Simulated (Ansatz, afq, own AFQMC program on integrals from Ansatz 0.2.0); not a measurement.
C$_{2}$H, doublet in 6-31G, levels against full CI

```xyz
3

C     0.0000    0.0000    1.0153
C     0.0000    0.0000   -3.0967
H     0.0000    0.0000    2.0813
```

Connectivity, by distances: CH ··· C.

Basis 6-31G. Noble-gas cores (and the filled d shells of Ga–Kr and In–Xe) are frozen. AFQMC by an in-house program on the Cholesky factors that Ansatz 0.2.0 writes for its CCSD(T) run. The CISD trial takes its coefficients from CCSD amplitudes. Released means that phaseless walkers are propagated on without the constraint, phases kept. Error bars are statistical, one sigma.

Determinant: UHF, the one that the program's search chose, which needn't be the lowest solution. The geometry is a point of a scan.

Full CI on the same integrals is exact in this basis and with this determinant's frozen core.

Cautions: another spin lies lower; an unrestricted solution with more broken spin lies lower (559 meV, ⟨S²⟩ 2.76); unrestricted determinant spin contaminated (⟨S²⟩ 1.76 against 0.75); the next higher spin lies close (within 5 meV by full CI); CCSDT(Q) on the ROHF determinant differs (23 meV higher), perhaps since the unrestricted series falls towards higher spin; walk and cluster series may follow different spin states.

```
T1 diagnostic                               : 0.0054
weight of the determinant in the CISD state : 0.924
⟨S²⟩ of the determinant                     : 1.755
size of the correlated space                : 9 electrons in 18 orbitals
```

Reference: full CI, correlation energy -2.749 eV. The released energy is read at 2.40 1/Eh (meV from the phaseless value at times in 1/Eh: 1 ± 3 at 0.24, -1.7 ± 1.3 at 0.51, -6.9 ± 2.2 at 0.99, -6.7 ± 1.7 at 1.62, -9.2 ± 1.8 at 2.40). The cautions show a poor starting determinant, so the rows tell how each method copes with it here, and full CI is the sure value.

| level | E − E(reference) (meV) | share of correlation (%) |
| --- | --- | --- |
| HF | 2748.8 | 0.00 |
| MP2 | 922.1 | 66.45 |
| CCSD | 41.3 | 98.50 |
| CCSD(T) | 12.2 | 99.56 |
| CCSDT | 1.4 | 99.95 |
| CCSDT(Q) | 0.4 | 99.99 |
| ph-AFQMC/HF | 32.9 ± 36.5 | 98.80 |
| ph-AFQMC/CISD | 9.8 ± 1.2 | 99.64 |
| released AFQMC | 0.6 ± 1.8 | 99.98 |

CCSDT and higher add their correlation energy to the determinant of the CCSD(T) run, since their own runs factorise the integrals more tightly (a shift of under 2 meV). A walk keeps the symmetry of its determinant, which the program's search chose and which needn't be the lowest solution, so a lower state of the same spin and another symmetry isn't excluded. Released energies are given only where the last usable release times agree within the noise; a slower fall can still hide under it.
